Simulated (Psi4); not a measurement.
**MP3/DZP (density fitting for correlation, Cartesian functions) run of SiHClO (SMILES O[Si]Cl)**

Aim: the vertical electron affinity of SiHClO at MP3/DZP (density fitting for correlation, Cartesian functions), from 2 runs. 

The results are computed with Psi4 1.11.

4 further runs of the same task are left out: 2 that didn't finish, 2 set aside as unsound or not needed.

## Step 1: Starting point

The species is SiHClO (4 atoms), meant as a singlet with charge 0. SMILES: `O[Si]Cl`. Geometry: relaxed at PBE0-D4/def2-TZVP.

Bond lengths: O1–Si2 1.637 Å, Si2–Cl3 2.110 Å, O1–H4 0.963 Å. Angles: O1–Si2–Cl3 101.3°, Si2–O1–H4 120.4°.

## Step 2: The energy at MP3/DZP (density fitting for correlation, Cartesian functions)

clhosi.json reads:

```json
{
  "schema_name": "qcschema_input",
  "schema_version": 1,
  "molecule": {
    "schema_name": "qcschema_molecule",
    "schema_version": 2,
    "symbols": ["O", "Si", "Cl", "H"],
    "geometry": [-1.72305228, 0.8507547, -0.58335845, -0.82051908, -1.49231672, 1.2226528, 3.14129174, -1.32469801, 0.79633059, -0.49284057, 1.85268749, -1.47398638],
    "molecular_charge": 0,
    "molecular_multiplicity": 1
  },
  "driver": "energy",
  "model": {
    "method": "mp3",
    "basis": "DZP"
  },
  "keywords": {
    "scf_type": "pk",
    "freeze_core": true,
    "mp_type": "df"
  }
}
```

Command:

```bash
psi4 --qcschema clhosi.json -n 1 --memory 1600MB
```

stdout:

```text
[...]
  Running in c1 symmetry.
[...]
  Nuclear repulsion =  131.427828356113906
[...]
  Multiplicity = 1
[...]
  Nalpha       = 20
  Nbeta        = 20
[...]
    Number of basis functions: 69
[...]
   @RHF iter   1:  -823.85071848059158   -6.68354e-01   6.18017e-03 DIIS/ADIIS
[...]
   @RHF iter  11:  -823.92515624915768   -9.09495e-13   3.58315e-09 DIIS
[...]
    Orbital Energies [Eh]
    ---------------------
    Doubly Occupied:
       1A   -104.826600     2A    -68.853112     3A    -20.587992
       4A    -10.550289     5A     -8.015950     6A     -8.014030
       7A     -8.013835     8A     -6.195060     9A     -4.295617
      10A     -4.294854    11A     -4.293875    12A     -1.375129
      13A     -1.091706    14A     -0.770164    15A     -0.636583
      16A     -0.557924    17A     -0.550207    18A     -0.468498
      19A     -0.465882    20A     -0.372769
[...]
  @RHF Final Energy:  -823.92515624915768
   => Energetics <=
    Nuclear Repulsion Energy =            131.4278283561139062
    One-Electron Energy =               -1402.2458202656991944
    Two-Electron Energy =                 446.8928356604276360
    Total Energy =                       -823.9251562491576806
[...]
 Multipole Moments:
 ------------------------------------------------------------------------------------
     Multipole            Electronic (a.u.)      Nuclear  (a.u.)        Total (a.u.)
 ------------------------------------------------------------------------------------
 L = 1.  Multiply by 2.5417464519 to convert [e a0] to [Debye]
 Dipole X            :          1.5885108           -1.7990066           -0.2104958
 Dipole Y            :         -1.3025282            1.5691346            0.2666065
 Dipole Z            :          0.9237280           -1.1208639           -0.1971359
 Magnitude           :                                                    0.3927468
[...]
	DF-MP2 Total Energy (a.u.)         :  -824.31461995555821
[...]
	DF-MP3 Total Energy (a.u.)         :  -824.33311664377698
[...]
```

The result, in JSON:

```text
{
 "driver": "energy",
 "model": {
  "method": "mp3",
  "basis": "DZP"
 },
 "success": true,
 "return_result": -824.333116643777,
 "properties": {
  "calcinfo_nbasis": 69,
  "calcinfo_nmo": 69,
  "calcinfo_nalpha": 20,
  "calcinfo_nbeta": 20,
  "calcinfo_natom": 4,
  "nuclear_repulsion_energy": 131.4278283561139,
  "return_energy": -824.333116643777,
  "scf_one_electron_energy": -1402.2458202656992,
  "scf_two_electron_energy": 446.89283566042764,
  "scf_dipole_moment": [-0.21049575936315734, 0.26660645683770645, -0.19713591327391233],
  "scf_total_energy": -823.9251562491577,
  "scf_iterations": 11,
  "mp2_singles_energy": 0.0,
  "mp2_doubles_energy": -0.38946370640053374,
  "mp2_correlation_energy": -0.38946370640053374,
  "mp2_total_energy": -824.3146199555582
 }
}
```

Run time: 5.7 s. Hardware: 1 thread of AMD EPYC 7R43 (Zen 3), shared host; peak memory 0.24 GiB.

## Step 3: The doublet anion, same level

calc.dat reads:

```
memory 1600 mb

molecule {
  -1 2
  O     -0.911800     0.450200    -0.308700
  Si    -0.434200    -0.789700     0.647000
  Cl     1.662300    -0.701000     0.421400
  H     -0.260800     0.980400    -0.780000
}

set {
  basis DZP
  reference uhf
  scf_type pk
  freeze_core true
  mp_type df
}

e_tot, wfn = energy("mp3", return_wfn=True)
```

Command:

```bash
psi4 calc.dat calc.out -n 1
```

calc.out:

```text
[...]
  Running in c1 symmetry.
[...]
  Nuclear repulsion =  131.427828239508216
[...]
  Multiplicity = 2
[...]
  Nalpha       = 21
  Nbeta        = 20
[...]
    Number of basis functions: 69
[...]
   @UHF iter   1:  -823.80253720365192   -6.20173e-01   6.90090e-03 DIIS/ADIIS
[...]
   @UHF iter  15:  -823.90425911858574   -4.32010e-12   8.58085e-09 DIIS
[...]
   @S^2 Observed:                7.710343617E-01
[...]
    Orbital Energies [Eh]
    ---------------------
    Alpha Occupied:
       1A   -104.595987     2A    -68.547651     3A    -20.341885
       4A    -10.320897     5A     -7.786546     6A     -7.785853
       7A     -7.784766     8A     -5.894074     9A     -4.002308
      10A     -3.995660    11A     -3.992938    12A     -1.138988
      13A     -0.868564    14A     -0.531197    15A     -0.407276
      16A     -0.347645    17A     -0.321262    18A     -0.263902
      19A     -0.247841    20A     -0.143039    21A     -0.002262
    Alpha Virtual:
      22A      0.365038    23A      0.393905    24A      0.457190
      25A      0.636776    26A      0.743670    27A      0.744596
[...]
  @UHF Final Energy:  -823.90425911858574
   => Energetics <=
    Nuclear Repulsion Energy =            131.4278282395082158
    One-Electron Energy =               -1412.2259346261248538
    Two-Electron Energy =                 456.8938472680308109
    Total Energy =                       -823.9042591185857418
  UHF NO Occupations:
  HONO-2 :   19  A 1.9996438
  HONO-1 :   20  A 1.9899913
[...]
 Multipole Moments:
 ------------------------------------------------------------------------------------
     Multipole            Electronic (a.u.)      Nuclear  (a.u.)        Total (a.u.)
 ------------------------------------------------------------------------------------
 L = 1.  Multiply by 2.5417464519 to convert [e a0] to [Debye]
 Dipole X            :          2.6931966           -1.7990066            0.8941900
 Dipole Y            :         -0.8467543            1.5691346            0.7223803
 Dipole Z            :          0.4778745           -1.1208639           -0.6429894
 Magnitude           :                                                    1.3171350
[...]
	DF-SCS-MP2 Total Energy (a.u.)     :  -824.27729044380521
	DF-SOS-MP2 Total Energy (a.u.)     :  -824.27183310423948
	DF-SCS(N)-MP2 Total Energy (a.u.)  :  -824.08236545951252
[...]
	DF-MP2 Total Energy (a.u.)         :  -824.28820512293680
[...]
	DF-MP3 Total Energy (a.u.)         :  -824.30775128432344
[...]
```

Run time: 7.5 s. Hardware: 1 thread of AMD EPYC 7R43 (Zen 3), shared host; peak memory 0.25 GiB.

## Step 4: Results

At MP3/DZP (density fitting for correlation, Cartesian functions), 11 core orbitals frozen:

```
                                                                 quantity          value
                                             singlet SiHClO: total energy  -824.33312 Eh
                      singlet SiHClO: HOMO energy (Hartree–Fock orbitals)      -10.14 eV
                      singlet SiHClO: LUMO energy (Hartree–Fock orbitals)        1.19 eV
                    singlet SiHClO: HOMO–LUMO gap (Hartree–Fock orbitals)       11.33 eV
             singlet SiHClO: correlation energy (11 core orbitals frozen)     -408.0 mEh
                                              doublet anion: total energy  -824.30775 Eh
doublet anion: HOMO energy (Hartree–Fock orbitals) (highest over α and β)       -0.06 eV
 doublet anion: LUMO energy (Hartree–Fock orbitals) (lowest over α and β)        9.11 eV
              doublet anion: correlation energy (11 core orbitals frozen)     -403.5 mEh
                         doublet anion: ⟨S²⟩ of the reference determinant          0.771
                        vertical electron affinity (to the doublet anion)      -0.690 eV
```

In words: The anion lies 0.69 eV (66.6 kJ/mol) above the neutral: the electron isn't bound at this level, and such a value depends on the basis. Without diffuse functions anions come out too high.
